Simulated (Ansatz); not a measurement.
## ZnS, quintet: reading a ladder of total energies

Geometry: that of the ZnS, triplet, kept fixed. The triplet lies 4.7 eV lower here.

| atom | x (Å) | y (Å) | z (Å) |
| --- | --- | --- | --- |
| Zn | 0.0000 | 0.0000 | 0.0000 |
| S | 0.0000 | 0.0000 | 2.2554 |

Basis def2-TZVPP; Ansatz 0.2.0. Only valence electrons are correlated (noble-gas cores frozen), which leaves 18 electrons in 92 orbitals. Prefix R: restricted or restricted open-shell reference; prefix U: unrestricted. No spin–orbit coupling is included, and no scalar relativity. The metal's outer-core shells are frozen, which leaves out core–valence correlation.

Full CI isn't at hand for all of this; UCCSDT(Q) serves as the reference, and is uncertain by about the last step of the cluster series.

Runs differ by some tens of microhartree through their thresholds and, for an open shell, their frozen cores, so steps under 0.03 kcal/mol mean nothing.

```json
{"level": "UHF", "total energy (hartree)": "-2175.197980"}
{"level": "UMP2", "total energy (hartree)": "-2175.784216"}
{"level": "UCCSD", "total energy (hartree)": "-2175.763240"}
{"level": "UCCSD(T)", "total energy (hartree)": "-2175.780842"}
{"level": "UCCSDT", "total energy (hartree)": "-2175.780990"}
{"level": "UCCSDT(Q)", "total energy (hartree)": "-2175.781060"}
```

Q: What is the correlation energy at UCCSDT(Q), and what share of it do UMP2 and UCCSD(T) recover?

A: E(corr) = -2175.781060 − (-2175.197980) = -0.583080 hartree = -15.866 eV. UMP2: -0.586236 / -0.583080 = 100.54 %. UCCSD(T): -0.582862 / -0.583080 = 99.96 %.

Q: By how many kcal/mol does UCCSD(T) miss UCCSDT(Q) (1 hartree = 627.509 kcal/mol), and which steps make up the rest?

A: -2175.780842 − (-2175.781060) = 0.000218 hartree = 0.14 kcal/mol. Steps: UCCSDT − UCCSD(T) = -0.09, UCCSDT(Q) − UCCSDT = -0.04 kcal/mol. That is within 1 kcal/mol of the reference in this basis, which itself misses far more of the correlation at the basis-set limit.
